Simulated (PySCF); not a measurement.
# ClF⁺: from constants to spectrum

UHF-CCSD(T) constants of ClF⁺, ²Π (doublet), unpaired electrons π ↑ (basis Cl def2-TZVPPD, F def2-TZVPPD; no relativity; PySCF 2.14; masses 34.9689 and 18.9984 u):

- ωe: 920.5 cm⁻¹
- ωexe: 4.22 cm⁻¹
- Be: 0.57604 cm⁻¹
- αe: 0.00430 cm⁻¹
- De to Cl⁺ + F: 2.71 eV

What force constant and bond length do these constants imply?

Reduced mass μred = 12.310 u; k = 5.8918×10⁻⁷·μred·ωe² (u, cm⁻¹, mdyn/Å) = 6.15 mdyn/Å; Re = √(16.8576/(μred·Be)) (u, cm⁻¹, Å) = 1.542 Å.

Estimate the centrifugal constant D from the Kratzer relation and find the Dunham coefficient a1.

D = 4Be³/ωe² = 9.02e-07 cm⁻¹; a1 = −1 − αeωe/(6Be²) = -2.99.

Correlated steps freeze 6 core orbitals. For an ion De counts to the pair picked by the measured ionisation energies or electron affinities, which need not be the lowest pair at this level. The state was picked by a PBE0 search and need not be the measured ground state.
